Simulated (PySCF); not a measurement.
Species: C2H5N (triplet state).
Bonds: C1–C2, C2–N3. Hydrogens: H4, H5, H6 on C1; H7, H8 on C2.

Computed, not measured: PBE0-D3(BJ)/def2-SVP geometry optimisation, gas phase (PySCF 2.14.0).

(1) List the bond lengths and angles at this level.

Results:

(1) 
| bond | length (bohr) | order |
| --- | --- | --- |
| C1–C2 | 2.892 | single |
| C2–N3 | 2.661 | single |
| C1–H4, C1–H5, C1–H6 | 2.078 | single |
| C2–H7, C2–H8 | 2.101 | single |

Bonds in one row agree within 0.02 bohr and their mean is given. Orders are formal, as drawn. A selection of angles:
| angle | degrees |
| --- | --- |
| C2–C1–H4 | 110.4 |
| C2–C1–H5 | 110.8 |
| H4–C1–H5 | 108.4 |
| C1–C2–N3 | 112.9 |
| C1–C2–H7 | 110.1 |
| N3–C2–H7 | 108.9 |
| H7–C2–H8 | 105.7 |

Point group: Cs (every atom within 0.08 Å of its image). No PBE0-D3(BJ)/def2-SVP frequencies stand behind this structure, so it isn't proved a minimum. ⟨S²⟩ = 2.008 (exact for a triplet: 2.00).

Hardware: one thread of an x86-64 server, shared host. Cost: 12 s of wall time. That covers the optimisation of the geometry.
